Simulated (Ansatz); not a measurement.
A run for Ansatz (a first-principles code): R-CCSD(T)/aug-cc-pVDZ on H2O (SMILES O) with ghost functions.

Ansatz 0.2 input:
```yaml
crystal:
  periodic: [false, false, false]
  atoms:
    - {symbol: O, position_ang: [2.14741283, -0.06796356, -0.05385932]}
    - {symbol: H, position_ang: [2.71776883, -0.65773256, 0.44316768]}
    - {symbol: H, position_ang: [2.71940883, 0.28302444, -0.73923132]}
basis:
  gaussian:
    orbitals: aug-cc-pVDZ
    ghost_atoms:
      - {symbol: C, position_ang: [-0.92517017, 0.03943144, 0.03089668]}
      - {symbol: H, position_ang: [0.14069983, 0.00905944, 0.00630368]}
      - {symbol: C, position_ang: [-2.13704717, 0.07317244, 0.05826868]}
      - {symbol: H, position_ang: [-3.19758017, 0.10352444, 0.08286968]}
magnetization: {spin_polarized: false}
correlation: {method: ccsd_t, electrons: outside_noble_gas}
scf: {lower_state_search: off}
```

Question: What total energy does the run end on?

Answer: -76.2751 hartree (reference determinant -76.0417, T1 diagnostic 0.012).
